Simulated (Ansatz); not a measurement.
Q: Name a neutral molecule of C and H with HOMO energy (PBE/def2-TZVPP) between -7.60 and -7.30 eV and LUMO energy (PBE/def2-TZVPP) between 0.10 and 0.40 eV (Ansatz, PBE0-D4/def2-TZVP geometry).

A: `CCC(C)(C)C` (-7.33 eV, 0.25 eV). Other molecules can fit too; these were computed, each in one conformer that needn't be the lowest.
